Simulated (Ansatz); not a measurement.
C2H2 beside Cl2: one fragment in the basis of the whole pair (the partner's atoms are ghosts).

The input file, in.yaml:

```yaml
crystal:
  periodic: [false, false, false]
  atoms:
    - {symbol: Cl, position_ang: [-0.607265, -0.072975, 3.160975]}
    - {symbol: Cl, position_ang: [1.189244, -0.783402, 2.716666]}
basis:
  gaussian:
    orbitals: "def2-TZVPPD.json"
    ghost_atoms:
      - {symbol: C, position_ang: [0.015297, 0.086665, -0.907210]}
      - {symbol: C, position_ang: [-0.305739, 0.341308, -2.032117]}
      - {symbol: H, position_ang: [0.299014, -0.138134, 0.094793]}
      - {symbol: H, position_ang: [-0.590451, 0.566437, -3.033006]}
hamiltonian: {xc: {name: B3LYP}, dispersion: d4}
```

The basis file named in the input lies beside it (Basis Set Exchange, JSON).

Command:

```bash
ansatz run in.yaml --threads 4 --pin off --events-out ev --progress --plain --max-ram 9574MiB
```

Output of Ansatz 0.2.0:

```
Functional definition: B3LYP
  name "B3LYP"
  cite "Stephens, Devlin, Chabalowski & Frisch, J. Phys. Chem. 98, 11623 (1994) doi:10.1021/j100096a001"
  cite "Becke, Phys. Rev. A 38, 3098 (1988) doi:10.1103/PhysRevA.38.3098"
  cite "Lee, Yang & Parr, Phys. Rev. B 37, 785 (1988) doi:10.1103/PhysRevB.37.785"
  cite "Vosko, Wilk & Nusair, Can. J. Phys. 58, 1200 (1980) doi:10.1139/p80-159"
  parameter a0 = 0.2
  parameter ax = 0.72
  parameter ac = 0.81
  exchange = (1 - a0 - ax)*slater_x + ax*b88_x + a0*exact_x
  correlation = (1 - ac)*vwn_rpa_c + ac*lyp_c
1084 factors; their error is unknown
mean field evaluation 1: about -25045.8328 eV, gradient 8.7e0 eV
mean field evaluation 2: about -25045.9172 eV, gradient 5.2e0 eV
mean field evaluation 4: about -25045.9545 eV, gradient 4.1e-1 eV
mean field evaluation 8: about -25046.0089 eV, gradient 1.1e-3 eV
mean field -25046.00886348 eV, -920.4238489385 hartree, gradient 2.6e-5 eV, S^2 0.000000; 0 other end points of the search recorded, 0 dependent functions left out
reference -25046.00910882 eV, -920.4238579544 hartree; 17, 17 occupied and 193, 193 virtual orbitals, 1084 factors
Total energy: -25046.05971540 eV, -920.4257177118 hartree
```

Hardware: 4 CPU threads of an Intel Xeon Platinum 8375C, shared host. Wall time about 1.7 s.
